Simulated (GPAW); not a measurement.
# C2H2O (ethynol) at revPBE/dzp (scalar-relativistic datasets)

Wanted: a geometry optimisation of C2H2O (ethynol). 

The results are computed with GPAW 26.7.0.

2 further runs of the same task are left out: 1 that didn't finish, 1 set aside as unsound or not needed. Runs told in other sessions of the task aren't counted.

### 1 The molecule

C2H2O has 5 atoms, charge 0, and is taken as a singlet. As SMILES, `C#CO`. All atoms were displaced at random from a relaxed shape. The run starts from this shape.

Bond lengths: C1–C2 1.227 Å, C2–O3 1.331 Å, C1–H4 0.984 Å, O3–H5 1.026 Å. Angles: C1–C2–O3 174.9°, C2–C1–H4 171.5°, C2–O3–H5 102.1°.

### 2 A geometry optimisation at revPBE/dzp (scalar-relativistic datasets)

Input file mol_relax.py:

```python
import numpy as np
from ase import Atoms
from ase.io import write
from ase.optimize import FIRE2
from ase.units import Bohr
from gpaw import GPAW

# Geometry
positions_bohr = np.array(
              [[ -1.885474,   0.127405,  -0.946944],
               [  0.066099,  -0.014914,   0.297265],
               [  2.101591,  -0.356869,   1.734478],
               [ -3.570377,   0.111314,  -1.735001],
               [  3.534634,   0.161434,   0.536763]])
atoms = Atoms("CCOHH", positions=positions_bohr * Bohr)
atoms.set_cell([10.0, 10.0, 10.0])
atoms.center()

# DFT calculator
calculator = GPAW(mode="lcao",
                  basis="dzp",
                  h=0.18,
                  xc="revPBE",
                  occupations={"name": "fermi-dirac", "width": 0.01},
                  maxiter=60,
                  symmetry="off",
                  txt="mol.txt")
atoms.calc = calculator

opt = FIRE2(atoms, trajectory="mol.traj")
converged = opt.run(fmax=0.05, steps=100)
print("Converged:", converged)
print(f"Final energy = {atoms.get_potential_energy():.5f} eV")
print(f"r(H4-O2) = {atoms.get_distance(4, 2):.4f} Ang")
print(f"r(H3-C0): {atoms.get_distance(3, 0):.4f} Ang")
write("relaxed.xyz", atoms)
```

The run is started by

```console
OMP_NUM_THREADS=1 python mol_relax.py
```

Standard output:

```text
Step     Time          Energy          fmax
FIRE2:    0 hh:mm:ss      -26.634832        5.369972
FIRE2:    1 hh:mm:ss      -26.739104        6.830617
FIRE2:    2 hh:mm:ss      -26.872120        1.606067
FIRE2:    3 hh:mm:ss      -26.881425        1.876829
FIRE2:    4 hh:mm:ss      -26.890299        1.366649
FIRE2:    5 hh:mm:ss      -26.895840        1.228131
FIRE2:    6 hh:mm:ss      -26.901662        1.045284
FIRE2:    7 hh:mm:ss      -26.906768        0.848454
FIRE2:    8 hh:mm:ss      -26.911599        0.673444
FIRE2:    9 hh:mm:ss      -26.916803        0.600049
FIRE2:   10 hh:mm:ss      -26.922058        0.497214
FIRE2:   11 hh:mm:ss      -26.926611        0.492572
FIRE2:   12 hh:mm:ss      -26.930489        0.462129
FIRE2:   13 hh:mm:ss      -26.934191        0.410617
FIRE2:   14 hh:mm:ss      -26.937589        0.343565
FIRE2:   15 hh:mm:ss      -26.940453        0.285594
FIRE2:   16 hh:mm:ss      -26.943049        0.260323
FIRE2:   17 hh:mm:ss      -26.945411        0.209209
FIRE2:   18 hh:mm:ss      -26.947504        0.209212
FIRE2:   19 hh:mm:ss      -26.949428        0.188574
FIRE2:   20 hh:mm:ss      -26.951085        0.189290
FIRE2:   21 hh:mm:ss      -26.952529        0.175036
FIRE2:   22 hh:mm:ss      -26.953774        0.161851
FIRE2:   23 hh:mm:ss      -26.954895        0.145350
FIRE2:   24 hh:mm:ss      -26.955914        0.133472
FIRE2:   25 hh:mm:ss      -26.956931        0.109945
FIRE2:   26 hh:mm:ss      -26.957897        0.101165
FIRE2:   27 hh:mm:ss      -26.958760        0.102916
FIRE2:   28 hh:mm:ss      -26.959446        0.135156
FIRE2:   29 hh:mm:ss      -26.959932        0.123775
FIRE2:   30 hh:mm:ss      -26.960200        0.087416
FIRE2:   31 hh:mm:ss      -26.960291        0.104122
FIRE2:   32 hh:mm:ss      -26.960310        0.052758
FIRE2:   33 hh:mm:ss      -26.960317        0.039189
Converged: True
Final energy = -26.96032 eV
r(H4-O2) = 0.9886 Ang
r(H3-C0): 1.0872 Ang
```

mol.txt:

```text
__  _  _
 | _ |_)|_||  |
 |__||  | ||/\| - 26.7.0

units:  Angstrom and eV
cores:  1
OpenMP: False

Versions:
  Python: 3.12.14
  ASE:    3.29.0
  Numpy:  2.5.5
  Scipy:  1.18.1
  Libxc:  7.0.0

        _gpaw.cpython-312-x86_64-linux-gnu.so

[... 188 lines left out ...]
Reference energy: -4125.624661  # eV
[... 94 lines left out ...]
convergence criteria:
[... 11 lines left out ...]
Converged in 2 steps
[... 15 lines left out ...]
dipole moment: (0.320836, 0.062021, -0.152910)  # |e|*Ang
[... 66 lines left out ...]
- Maximum [total energy] change in last 3 cyles: 0.0005 eV / valence electron
[... 23 lines left out ...]
  Free energy:     -26.960317
[... 2 lines left out ...]
dipole moment: (0.321016, 0.062021, -0.152825)  # |e|*Ang

Fermi level: -5.057
Eigenvalues  # (at kpt = [0.000, 0.000, 0.000])
| band index |      eig [eV] | occ [0-2] |
|------------|---------------|-----------|
|          0 |       -27.315 |     2.000 |
|          1 |       -18.092 |     2.000 |
|          2 |       -15.081 |     2.000 |
[... 10 lines of this table left out ...]
|         13 |         8.247 |     0.000 |

Gap: 5.910 eV
Transition (v -> c):
  (s=0, k=0, n=7, [0.00, 0.00, 0.00]) -> (s=0, k=0, n=8, [0.00, 0.00, 0.00])
No difference between direct/indirect transitions
vacuum-level: 0.000  # V

Forces  # eV/Ang
|        x |        y |        z |
|----------|----------|----------|
| -0.02583 | -0.01328 | -0.02496 |  # C    0
|  0.02098 |  0.01733 |  0.02820 |  # C    1
| -0.00281 | -0.00170 | -0.01391 |  # O    2
|  0.00344 |  0.00203 | -0.01631 |  # H    3
|  0.01776 | -0.00437 |  0.01220 |  # H    4

Force computation time: 0.301  # s

timing:  # [seconds]
  Total:  177.340  # ━━━━━━━━━━━━━━━━━━━━━━━━━━━━━━━━━━━━━━━━━━━━━━━━━━━━━━━━
  Init:     4.638  # ━╸
  SCF:    128.627  # ━━━━━━━━━━━━━━━━━━━━━━━━━━━━━━━━━━━━━━━━╸
  Forces:   8.369  # ━━╸
  Move:    35.451  # ━━━━━━━━━━━
```

It took 3 min on 1 thread of Intel Xeon Platinum 8259CL at 2.50GHz (Skylake/Cascade Lake), shared host; peak memory 0.46 GiB.

Step by step:

```csv
step,energy from the first frame kept (eV),largest force (eV/Å)
0,0.0000,5.3700
2,-0.2373,1.6061
4,-0.2555,1.3666
6,-0.2668,1.0453
8,-0.2768,0.6734
10,-0.2872,0.4972
12,-0.2957,0.4621
14,-0.3028,0.3436
16,-0.3082,0.2603
18,-0.3127,0.2092
20,-0.3163,0.1893
22,-0.3189,0.1619
24,-0.3211,0.1335
26,-0.3231,0.1012
28,-0.3246,0.1352
30,-0.3254,0.0874
32,-0.3255,0.0528
33,-0.3255,0.0392
```

After the run. Bond lengths: C1–C2 1.226 Å, C2–O3 1.332 Å, C1–H4 1.087 Å, O3–H5 0.989 Å. Angles: C1–C2–O3 174.5°, C2–C1–H4 177.4°, C2–O3–H5 108.1°.

### 3 Outcome

At revPBE/dzp (scalar-relativistic datasets):

```
                                              quantity        value
energy as printed (from the program's reference atoms)  -26.9603 eV
                                         dipole moment       1.73 D
                                           HOMO energy     -5.62 eV
                                           LUMO energy      0.29 eV
                                         HOMO–LUMO gap      5.91 eV
```

What this shows: At the final geometry: Bond lengths: C1–C2 1.226 Å, C2–O3 1.332 Å, C1–H4 1.087 Å, O3–H5 0.989 Å. Angles: C1–C2–O3 174.5°, C2–C1–H4 177.4°, C2–O3–H5 108.1°. The optimisation took 33 steps and changed the energy by -0.325 eV.
